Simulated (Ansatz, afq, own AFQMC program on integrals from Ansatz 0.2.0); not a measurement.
# BSiH3, triplet in cc-pVDZ, levels against CCSDT(Q)

```xyz
5

Si   -0.0011   -0.0850    0.5959
B    -0.0011    0.0909   -1.3329
H    -0.0011    1.0959    1.5178
H     1.0402    0.3702   -1.8542
H    -0.9947   -0.0721   -1.9710
```

Connectivity, by distances: SiH–BH2.

Basis cc-pVDZ. Noble-gas cores (and the filled d shells of Ga–Kr and In–Xe) are frozen. AFQMC by an in-house program on the Cholesky factors that Ansatz 0.2.0 writes for its CCSD(T) run. ph-AFQMC/CISD is guided by a CISD state made of CCSD amplitudes; releasing the constraint for a short imaginary time cuts its bias at the price of noise, slowly where states lie close. Uncertainties: one standard error, sampling alone.

Determinant: UHF, the one that the program's search chose, which needn't be the lowest solution. The geometry is a point of a scan.

No full CI on the walks' own integrals is used here; CCSDT(Q) serves as the reference and is uncertain by about the last step of the cluster series.

Cautions: lower spins were not checked; the released energies are still falling, so no released level is given (meV from the phaseless value at times in 1/Eh: -4 ± 12 at 0.24, -4 ± 12 at 0.51, -13 ± 11 at 0.99, -19 ± 14 at 1.62, -35 ± 15 at 2.40), though the last usable value meets CCSDT(Q) within the noise.

The T1 diagnostic is 0.0265. The weight of the determinant in the CISD state is 0.882, the ⟨S²⟩ of the determinant is 2.033 and the size of the correlated space is 10 electrons in 41 orbitals.

| level | correlation energy (eV) |
| --- | --- |
| MP2 | -4.0022 |
| CCSD | -5.0395 |
| CCSD(T) | -5.1705 |

Task: Estimate where phaseless AFQMC with the Hartree–Fock trial lies against CCSD(T) on the same integrals.

Result: 0.98 ± 0.82 kcal/mol below CCSD(T). The gap is under twice the noise, so this walk alone can't tell the two apart.

Reference: CCSDT(Q), correlation energy -5.211 eV.

```csv
level,E − E(reference) (kcal/mol),share of correlation (%)
CCSD(T),0.93,99.23
CCSDT,0.13,99.89
ph-AFQMC/HF,-0.05 ± 0.82,100.04
ph-AFQMC/CISD,0.32 ± 0.25,99.73
```
